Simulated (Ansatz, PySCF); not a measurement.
Molecule: C₂H₄NO (charge -1, singlet). It need not be the lowest isomer of its formula. Whether it binds its extra electron was not tested at this geometry. 
Structure (B3LYP-D3(BJ)/def2-TZVP (Ansatz, a quantum-chemistry and plane-wave program) minimum search):
SMILES: CC([NH-])=O
```xyz
8

O      0.3996     1.1971     0.4906
C      0.1608     0.0499     0.0146
N      0.9949    -0.8769    -0.4115
C     -1.3275    -0.3368    -0.0888
H     -1.8487     0.3958    -0.7135
H     -1.4628    -1.3358    -0.5063
H     -1.7832    -0.2896     0.9055
H      1.9342    -0.4867    -0.2844
```
Charge -1, spin multiplicity 1.

Total electronic energies in hartree. Correlated levels leave the core frozen unless marked. Spin-orbit coupling is left out. Non-relativistic. 

| level | program | energy (Eh) |
|---|---|---|
| HF-D4/def2-TZVPD | PySCF + dftd4 | -207.48532 |
| SVWN5/def2-TZVPD | Ansatz | [?] |
| BLYP-D3(BJ)/def2-TZVPD | Ansatz + dftd3 | [?] |
| B97M-V/def2-TZVPD | Ansatz | [?] |
| BHLYP/def2-TZVPD | Ansatz | -208.58831 |
| r2SCANh-D4/def2-TZVPD | Ansatz + dftd4 | -208.58814 |
| M06-2X/def2-TZVPD | PySCF | -208.62364 |
| B2GP-PLYP-D3(BJ)/def2-TZVPD | Ansatz + dftd3 | -208.51265 |
| RI-MP2/aug-cc-pVQZ | Ansatz | -208.32895 |
| SCS-MP2/cc-pVDZ | Ansatz | -207.99285 |
| CCSD/aug-cc-pVDZ | Ansatz | -208.10953 |
| CCSD/cc-pVDZ | Ansatz | -208.03586 |
| CCSD/cc-pVTZ | Ansatz | -208.25356 |
| CCSD(T)/STO-3G | Ansatz | -204.76408 |

Q: Fill in the missing entries.

A: 
- SVWN5/def2-TZVPD, energy (Eh): -207.01818
- BLYP-D3(BJ)/def2-TZVPD, energy (Eh): -208.66737
- B97M-V/def2-TZVPD, energy (Eh): -208.68272
